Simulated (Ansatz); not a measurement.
`Cc1ccccn1` → 6 C• + 7 H• + N•  (atomization)

Gas-phase electronic energies from Ansatz, PBE0-D4/def2-TZVP geometries. CCSD(T)/CBS adds triple-zeta CCSD(T) − MP2 to the extrapolated MP2 energy (def2 sets, frozen cores). This one scheme is used for every species, atoms too. Functionals use def2-TZVPP. No spin–orbit coupling; open shells (•) take unrestricted orbitals. Spin–orbit coupling would lower the free atoms: a little for C.

| level | ΔE (kJ/mol) | difference from CCSD(T)/CBS |
| --- | --- | --- |
| BHLYP-D4 | 6246.7 | -166.2 |
| B2PLYP | 6396.4 | -16.5 |
| PBE-QIDH | 6455.4 | 42.5 |
| revPBE | 6398.0 | -14.9 |
| BLYP | 6398.7 | -14.2 |
| PBE0 | 6512.0 | 99.1 |
| r2SCANh | 6422.0 | 9.1 |
| r2SCAN0 | 6359.8 | -53.1 |
| CAM-B3LYP | 6445.2 | 32.3 |
| LC-ωPBE | 6451.4 | 38.5 |
| MP2/def2-SVP | 6302.2 | -110.7 |
| CCSD/def2-SVP | 6082.1 | -330.8 |
| CCSD(T)/def2-TZVPP | 6256.0 | -156.9 |
| MP2/def2-QZVPP | 6516.6 | 103.7 |
| HF/CBS(def2) | 4690.4 | -1722.5 |
| CCSD/CBS(def2) | 6290.1 | -122.8 |
| CCSD(T)/CBS | 6412.9 | 0 |

Largest T1 diagnostic among the species: 0.012.

The D4 term adds +54.4 kJ/mol with B3LYP and +28.5 kJ/mol with PBE0; it sums over pairs of atoms, weighted by their polarisabilities, and B3LYP, whose exchange is more repulsive, gets the larger term. From PBE to PBE0 (25 % exact exchange), in def2-TZVPP and without D4, ΔE moves by −134.2 kJ/mol: exact exchange takes away binding that semilocal exchange gives to molecules.

B3LYP here is the variant with VWN-RPA as its local correlation; programs differ in this.

For atomizations the MP2-based limit and the directly extrapolated one differ by several kJ/mol either way, and by 10 to 25 for some Ge, Se and Sn compounds, so smaller differences from it don't rank the levels.
